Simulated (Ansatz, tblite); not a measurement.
# MgI2: charged states by level of theory

The task here is to estimate one member of a computed series from the others.

Method: as each input shows; program: Ansatz 0.2.0, Gaussian basis.

Levels to be run: charge +1 doublet, at the geometry of the singlet (PBE0-D4/def2-TZVP, PBE-D4/def2-TZVP, r2SCAN-D4/def2-TZVP, CCSD(T)/def2-TZVPP); charge +1 doublet, relaxed (PBE0-D4/def2-TZVP, PBE-D4/def2-TZVP); the starting singlet's energies come from earlier runs.

1 further run of the same task is left out (it didn't finish). Runs told in other sessions of the task aren't counted.

## The structure

The singlet was relaxed beforehand with r2SCAN-D4/def2-TZVP.

3 atoms, charge 0, spin multiplicity 1.

Atoms are counted from 1 here; the program's logs count them from 0.

Bond lengths: Mg1–I2 2.530 Å, Mg1–I3 2.530 Å. Angles: I2–Mg1–I3 179.8°.

Geometry (Å):

| atom | x (Å) | y (Å) | z (Å) |
| --- | --- | --- | --- |
| Mg1 | -0.0022 | -0.0013 | 0.0000 |
| I2 | -0.0153 | -0.0197 | 2.5296 |
| I3 | 0.0175 | 0.0210 | -2.5296 |

I takes a core potential in the def2 sets. No spin-orbit coupling is included.

The first run:

Contents of in.yaml:

```yaml
crystal:
  periodic: [false, false, false]
  atoms:
    - {symbol: Mg, position_ang: [-0.002229, -0.001285, -0.000025]}
    - {symbol: I, position_ang: [-0.015317, -0.019684, 2.529642]}
    - {symbol: I, position_ang: [0.017536, 0.020969, -2.529617]}
basis:
  gaussian: {orbitals: def2-SVP}
total_charge: 1
magnetization: {spin_polarized: true, initial_magnetization: 1}
hamiltonian: {xc: pbe0, dispersion: d4}
output: {orbitals: {seedname: orbitals}}
```

Run with:

```bash
$ ansatz run in.yaml --threads 4 --pin off --events-out ev --progress --plain --max-ram 3916MiB
```

Steps of the session up to this table: Charge +1 doublet at the fixed geometry, first pass, PBE0-D4/def2-SVP; Charge +1 doublet at the fixed geometry, PBE0-D4/def2-TZVP; Charge +1 doublet at the fixed geometry, PBE-D4/def2-TZVP; Charge +1 doublet at the fixed geometry, r2SCAN-D4/def2-TZVP; Charge +1 doublet at the fixed geometry, CCSD(T)/def2-TZVPP.

One table of the session follows, with a row left open; its other results are not shown here.

It belongs to the step «Vertical ionisation energy». 

| method | vertical ionisation energy (eV) |
| --- | --- |
| HF/def2-TZVPP | 9.13 |
| PBE-D4/def2-TZVP | 9.17 |
| r2SCAN-D4/def2-TZVP | 9.37 |
| PBE0-D4/def2-TZVP | 9.55 |
| MP2/def2-TZVPP | 10.08 |
| CCSD/def2-TZVPP | ? |
| CCSD(T)/def2-TZVPP | 9.94 |

**Question.** Estimate the row for CCSD/def2-TZVPP.

**Answer.** vertical ionisation energy (eV): 9.90. In the column «vertical ionisation energy (eV)» it lies between PBE0-D4/def2-TZVP (9.55) and CCSD(T)/def2-TZVPP (9.94).
